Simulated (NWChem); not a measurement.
System: C₂H₃F; SMILES C=CF

Output (shortened):

```
             Northwest Computational Chemistry Package (NWChem) 7.3.0
             --------------------------------------------------------

 CS  symmetry detected

                             Geometry "geometry" -> ""
                             -------------------------

 Output coordinates in angstroms (scale by  1.889725989 to convert to a.u.)

  No.       Tag          Charge          X              Y              Z
 ---- ---------------- ---------- -------------- -------------- --------------
    1 C                    6.0000    -0.22780870     1.17436602     0.00000000
    2 C                    6.0000     0.42600919     0.02090406     0.00000000
    3 F                    9.0000    -0.19083991    -1.15606061     0.00000000
    4 H                    1.0000    -1.31938911     1.20397709     0.00000000
    5 H                    1.0000     0.33145215     2.11021585     0.00000000
    6 H                    1.0000     1.51629317    -0.08126793     0.00000000

 Effective nuclear repulsion energy (a.u.)      67.6384134860

      Symmetry information
      --------------------

 Group name             Cs
 Group number              2
 Group order               2
 No. of unique centers     6

  pbe96 is a nonlocal functional; adding pw91lda local functional.

                                 NWChem DFT Module
                                 -----------------

 Summary of "ao basis" -> "ao basis" (spherical)
 ------------------------------------------------------------------------------
       Tag                 Description            Shells   Functions and Types
 ---------------- ------------------------------  ------  ---------------------
 C                         def2-tzvpd               13       37   6s3p3d1f
 F                         def2-tzvpd               14       40   6s4p3d1f
 H                         def2-tzvpd                5        9   3s2p

      Symmetry analysis of basis
      --------------------------

        a'         98
        a"         43

            General Information
            -------------------
          SCF calculation type: DFT
          Wavefunction type:  closed shell.
          No. of atoms     :     6
          No. of electrons :    24
           Alpha electrons :    12
            Beta electrons :    12
          Charge           :     0
          Spin multiplicity:     1
          Use of symmetry is: on ; symmetry adaption is: on
          Maximum number of iterations: 150
          AO basis - number of functions:   141
                     number of shells:    55
          Convergence on energy requested:  1.00D-06
          Convergence on density requested:  1.00D-05
          Convergence on gradient requested:  5.00D-04

              XC Information
              --------------
          PerdewBurkeErnzerhof Exchange Functional  1.000
            Perdew 1991 LDA Correlation Functional  1.000 local
           PerdewBurkeErnz. Correlation Functional  1.000 non-local

             Grid Information
             ----------------
          Grid used for XC integration:  medium
          Radial quadrature: Mura-Knowles
          Angular quadrature: Lebedev.
          Tag              B.-S. Rad. Rad. Pts. Rad. Cut. Ang. Pts.
          ---              ---------- --------- --------- ---------
          C                   0.70       49          11.0       434
          F                   0.50       49          11.0       434
          H                   0.35       45          11.0       434
          Grid pruning is: on
          Number of quadrature shells:   282
          Spatial weights used:  Erf1

      Superposition of Atomic Density Guess
      -------------------------------------

 Sum of atomic energies:        -176.26034877

      Non-variational initial energy
      ------------------------------

 Total energy =    -177.556499
 1-e energy   =    -375.173050
 2-e energy   =     129.978138
 HOMO         =      -0.307472
 LUMO         =       0.033813

      Symmetry analysis of molecular orbitals - initial
      -------------------------------------------------

  Numbering of irreducible representations:

     1 a'          2 a"

  Orbital symmetries:

     1 a'          2 a'          3 a'          4 a'          5 a'
     6 a'          7 a'          8 a"          9 a'         10 a'
    11 a'         12 a"         13 a"         14 a'         15 a'
    16 a'         17 a'         18 a"         19 a'         20 a'
    21 a'         22 a'

     ---------------------------------------------
      Total Density - Mulliken Population Analysis
     ---------------------------------------------

    Atom       Charge   Shell Charges
 -----------   ------   -------------------------------------------------------
    1 C    6     6.67   0.86  1.12  0.58  0.64  0.24 -0.00  1.29  1.38  0.52  0.01  0.02  0.01  0.01
    2 C    6     5.56   0.86  1.12  0.55  0.60  0.13  0.01  1.01  1.03  0.10  0.03  0.09  0.02  0.01
    3 F    9     9.36   0.77  1.20  0.61  1.00  0.31 -0.00  2.31  2.30  0.82  0.01  0.00  0.01  0.01  0.00
    4 H    1     0.80   0.23  0.44  0.09  0.02  0.01
    5 H    1     0.79   0.23  0.44  0.07  0.02  0.03
    6 H    1     0.82   0.24  0.46  0.11  0.02 -0.01

   convergence    iter        energy       DeltaE   RMS-Dens  Diis-err
 ---------------- ----- ----------------- --------- --------- ---------
 d= 0,ls=0.0,diis     1   -177.6395173089 -2.45D+02  8.14D-03  7.63D-01
 d= 0,ls=0.0,diis     2   -177.5672890209  7.22D-02  4.17D-03  1.42D+00
 d= 0,ls=0.0,diis     3   -177.6868347853 -1.20D-01  1.47D-03  1.30D-01
 d= 0,ls=0.0,diis     4   -177.6974571963 -1.06D-02  6.75D-04  2.15D-02
 d= 0,ls=0.0,diis     5   -177.7001188727 -2.66D-03  1.63D-04  3.36D-03
  Resetting Diis
 d= 0,ls=0.0,diis     6   -177.7004238911 -3.05D-04  3.54D-05  4.49D-05
 d= 0,ls=0.0,diis     7   -177.7004284052 -4.51D-06  3.00D-05  6.40D-06
 d= 0,ls=0.0,diis     8   -177.7004273301  1.08D-06  1.74D-05  1.53D-05
 d= 0,ls=0.0,diis     9   -177.7004290624 -1.73D-06  3.97D-06  1.31D-06
 d= 0,ls=0.0,diis    10   -177.7004292174 -1.55D-07  8.44D-07  3.43D-08

         Total DFT energy =     -177.700429217424
      One electron energy =     -377.263458168230
           Coulomb energy =      154.105250122996
    Exchange-Corr. energy =      -22.180634658194
 Nuclear repulsion energy =       67.638413486004

 Numeric. integr. density =       23.999999153613

                  Occupations of the irreducible representations
                  ----------------------------------------------

                     irrep           alpha         beta
                     --------     --------     --------
                     a'               10.0         10.0
                     a"                2.0          2.0

                       DFT Final Molecular Orbital Analysis
                       ------------------------------------

 Vector   10  Occ=2.000000D+00  E=-3.661491D-01  Symmetry=a'
              MO Center= -2.3D-01,  9.9D-01,  1.3D-15, r^2= 2.1D+00
   Bfn.  Coefficient  Atom+Function         Bfn.  Coefficient  Atom+Function
  ----- ------------  ---------------      ----- ------------  ---------------
     7      0.250912  1 C  px               125      0.220969  5 H  s
   116     -0.201308  4 H  s                 82      0.189254  3 F  py
    13      0.172814  1 C  px                 8      0.164359  1 C  py
    10      0.165126  1 C  px                85      0.152222  3 F  py
   124      0.146939  5 H  s                115     -0.135684  4 H  s

 Vector   11  Occ=2.000000D+00  E=-3.249806D-01  Symmetry=a'
              MO Center=  1.5D-01, -4.6D-01, -3.8D-16, r^2= 1.8D+00
   Bfn.  Coefficient  Atom+Function         Bfn.  Coefficient  Atom+Function
  ----- ------------  ---------------      ----- ------------  ---------------
    81      0.365481  3 F  px                84      0.292985  3 F  px
     5     -0.277234  1 C  s                 50     -0.204638  2 C  px
    87      0.196132  3 F  px               134     -0.188690  6 H  s
    44     -0.185238  2 C  px                82     -0.153489  3 F  py
     8     -0.132639  1 C  py                85     -0.123224  3 F  py

 Vector   12  Occ=2.000000D+00  E=-2.384879D-01  Symmetry=a"
              MO Center=  1.8D-02,  4.7D-01,  5.6D-16, r^2= 1.8D+00
   Bfn.  Coefficient  Atom+Function         Bfn.  Coefficient  Atom+Function
  ----- ------------  ---------------      ----- ------------  ---------------
     9      0.304114  1 C  pz                12      0.271099  1 C  pz
    46      0.260153  2 C  pz                49      0.226568  2 C  pz
    83     -0.227114  3 F  pz                86     -0.183479  3 F  pz
    15      0.137849  1 C  pz                89     -0.133254  3 F  pz
    52      0.107721  2 C  pz               132      0.029664  5 H  pz

 Vector   13  Occ=0.000000D+00  E=-3.326237D-02  Symmetry=a"
              MO Center=  9.6D-02,  5.9D-01, -4.9D-15, r^2= 2.5D+00
   Bfn.  Coefficient  Atom+Function         Bfn.  Coefficient  Atom+Function
  ----- ------------  ---------------      ----- ------------  ---------------
    46      0.347400  2 C  pz                49      0.346655  2 C  pz
    12     -0.293619  1 C  pz                 9     -0.280709  1 C  pz
    52      0.172251  2 C  pz                83     -0.143678  3 F  pz
   123     -0.131430  4 H  pz                86     -0.116773  3 F  pz
    89     -0.114861  3 F  pz                15     -0.102257  1 C  pz

[...]
```

Level: PBE/def2-TZVPD. The geometry was optimised at PBE0/def2-SVP.

Q: Write an input that gives this output.

A: This is not unique; one that fits is the input that was run:
```
start job
memory heap 200 mb stack 900 mb global 1100 mb
geometry units angstroms noautoz
  C     -0.236674     1.168760     0.000000
  C      0.424893     0.019725     0.000000
  F     -0.184020    -1.161365     0.000000
  H     -1.328429     1.191023     0.000000
  H      0.316275     2.108353     0.000000
  H      1.515840    -0.075106     0.000000
end
basis spherical
  * library def2-tzvpd
end
dft
  xc xpbe96 cpbe96
  iterations 150
  mulliken
end
task dft energy
```
